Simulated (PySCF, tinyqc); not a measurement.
Ways to converge the cycle: SCF convergence aids in the sto-6g basis, for H2O, spin multiplicity 1. Computed by the program tinyqc with PySCF. Command: `OMP_NUM_THREADS=1 python tinyqc.py 110288 110289 out.jsonl`; one thread of a shared host (Intel(R) Xeon(R) Processor @ 2.60GHz), about 0.9 s.

Geometry (angstrom):

| atom | x | y | z |
|---|---|---|---|
| O | 0.0000 | 0.0000 | 0.0000 |
| H | 0.0000 | 1.0880 | 0.6740 |
| H | 0.0000 | -1.1560 | 0.7160 |

lowest restricted solution found by these runs and by PySCF = -75.526862 hartree

RHF with one setting changed at a time; a run stops when the energy changes by less than 1e-09 hartree and the error matrix is below 1e-5. The start is random orbitals. Damping d keeps d of the old density; a shift (hartree) raises the virtual levels; DIIS n extrapolates F over n matrices.

Largest element of the error matrix X^T (FDS - SDF) X:

| iteration | plain | damping 0.3 | damping 0.6 | shift 0.4 | DIIS 3 | DIIS 8 |
|---|---|---|---|---|---|---|
| 1 | 1.7e+01 | 1.7e+01 | 1.7e+01 | 1.7e+01 | 1.7e+01 | 1.7e+01 |
| 2 | 5.7e-01 | 4.7e+00 | 9.7e+00 | 6.1e-01 | 5.7e-01 | 5.7e-01 |
| 3 | 4.0e-01 | 1.5e+00 | 5.7e+00 | 1.4e-01 | 4.1e-01 | 4.1e-01 |
| 4 | 2.1e-01 | 4.7e-01 | 3.4e+00 | 4.8e-02 | 5.3e-02 | 5.3e-02 |
| 5 | 8.1e-02 | 1.5e-01 | 2.1e+00 | 2.5e-02 | 1.7e-02 | 1.8e-02 |
| 6 | 4.0e-02 | 4.8e-02 | 1.3e+00 | 2.0e-02 | 7.1e-03 | 7.3e-03 |
| 8 | 7.5e-03 | 7.2e-03 | 4.7e-01 | 1.3e-02 | 5.0e-04 | 4.2e-04 |
| 10 | 1.6e-03 | 2.9e-03 | 1.8e-01 | 8.2e-03 | 7.2e-05 | 2.7e-05 |
| 14 | 1.8e-04 | 7.2e-04 | 2.5e-02 | 3.3e-03 | - | - |
| 20 | 1.7e-05 | 1.5e-04 | 2.9e-03 | 8.5e-04 | - | - |
| 30 | - | 1.1e-05 | 3.9e-04 | 8.6e-05 | - | - |
| 45 | - | - | 3.5e-05 | - | - | - |

How each run ends:

| run | iterations | E (hartree) | state |
|---|---|---|---|
| plain | 22 | -75.52686 | lowest found |
| damping 0.3 | 31 | -75.52686 | lowest found |
| damping 0.6 | 55 | -75.52686 | lowest found |
| shift 0.4 | 40 | -75.52686 | lowest found |
| DIIS 3 | 12 | -75.52686 | lowest found |
| DIIS 8 | 12 | -75.52686 | lowest found |

6 of 6 runs reach the lowest restricted solution found, in 12 to 55 iterations (fastest: DIIS 3, DIIS 8). Plain steps already contract here, so damping only slows them. DIIS 3 and DIIS 8 gain by cancelling the error over several earlier matrices, much as a quasi-Newton step does. The restricted reference is unstable here: a spin-polarised solution lies 0.0123 hartree lower (PySCF), so results built on it describe a poor reference.
